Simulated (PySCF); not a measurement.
Bonds (- single, = double, # triple, : aromatic): C1-N2 1.439 Å, N2:C3 1.373 Å, C3:C4 1.376 Å, C4:N5 1.365 Å, N5:C6 1.309 Å, C6:N2 1.362 Å. C1 carries H7, H8, H9; C3 carries H10; C4 carries H11; C6 carries H12.

Geometry: PBE0-D3(BJ)/def2-SVP; GIAO absolute shieldings from PySCF 2.14.0 with density-fitted response routines, gas phase, non-relativistic, averaged over equivalent atoms.

At KT3/pcSseg-2 (300 basis functions, 43 s wall time on 1 thread of an Arm Neoverse V2, shared host):
| atoms | σ (ppm) |
| --- | --- |
| C6 | 48.6 |
| C4 | 51.2 |
| C3 | 66.1 |
| C1 | 147.2 |
| N5 | -24.2 |
| N2 | 80.6 |
| H11 | 24.18 |
| H12 | 24.25 |
| H10 | 24.47 |
| H7/H8/H9 | 27.73 |

Question: Estimate the result of repeating the calculation with PBE0/pcSseg-2.

Answer: 
```json
{"atoms": "C6", "σ at PBE0/pcSseg-2": "39.5", "change": "-9.1"}
{"atoms": "C4", "σ at PBE0/pcSseg-2": "42.7", "change": "-8.5"}
{"atoms": "C3", "σ at PBE0/pcSseg-2": "58.3", "change": "-7.8"}
{"atoms": "C1", "σ at PBE0/pcSseg-2": "150.1", "change": "+2.9"}
{"atoms": "N5", "σ at PBE0/pcSseg-2": "-43.3", "change": "-19.1"}
{"atoms": "N2", "σ at PBE0/pcSseg-2": "75.5", "change": "-5.1"}
{"atoms": "H11", "σ at PBE0/pcSseg-2": "23.95", "change": "-0.23"}
{"atoms": "H12", "σ at PBE0/pcSseg-2": "24.05", "change": "-0.20"}
{"atoms": "H10", "σ at PBE0/pcSseg-2": "24.29", "change": "-0.18"}
{"atoms": "H7/H8/H9", "σ at PBE0/pcSseg-2": "27.68", "change": "-0.05"}
```

The largest change is at N5 (pyridine-type nitrogen of an azole). Cost: 300 basis functions, 29 s wall time on 1 thread of an Arm Neoverse V2, shared host. The order of the carbon signals is the same at both levels.
